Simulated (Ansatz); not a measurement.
Species: H₃Si, SMILES `[SiH3]` (charge 0, multiplicity 2).

### Question
Give a relaxed geometry from PBE0-D3(BJ)/def2-TZVP in Ansatz (a first-principles code).

### Answer
the end point of this relaxation (outside a Z-matrix the atoms follow the SMILES, hydrogens last).
Z-matrix (Å, degrees):
```
Si
H 1 1.4860
H 1 1.4860 2 111.24
H 1 1.4860 2 111.24 3 124.61
```
